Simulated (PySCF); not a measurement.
**Exact mass, isotope pattern and composition**

Species: `[C-]#[O+]`.

Calculated from isotope tables alone.

(1) Find the molar and monoisotopic masses of CO.

(2) Give the isotope pattern of the molecular ion M+•, merging species of the same nominal mass.

(3) Protons, neutrons, electrons, and exact less nominal mass of the monoisotopic species?

(4) What resolving power m/Δm just matches the spacing of the species with one 13C and with one 17O?

(5) What share of all molecules is the monoisotopic species?

## Answers

(1) For CO, with standard atomic weights, 1 × 12.011 + 1 × 15.999 = 28.010 g/mol. From the most abundant isotopes (12C, 16O), 1 × 12.000000 + 1 × 15.994915 = 27.9949 u.

(2) 
| nominal mass | m/z (centroid) | relative intensity |
| --- | --- | --- |
| 28 | 27.9944 | 100.0 |
| 29 | 28.9978 | 1.1 |
| 30 | 29.9986 | 0.2 |

Lines under 0.1 % of the tallest are left out. One electron mass, 0.00055 u, is taken off.

(3) 14 protons, 14 neutrons and 14 electrons; 27.9949 − 28 = -0.0051 u.

(4) They lie 0.00086 u apart at mass 29.00, so m/Δm is about 34000.

(5) 0.9893 × 0.99757 = 98.69 %.
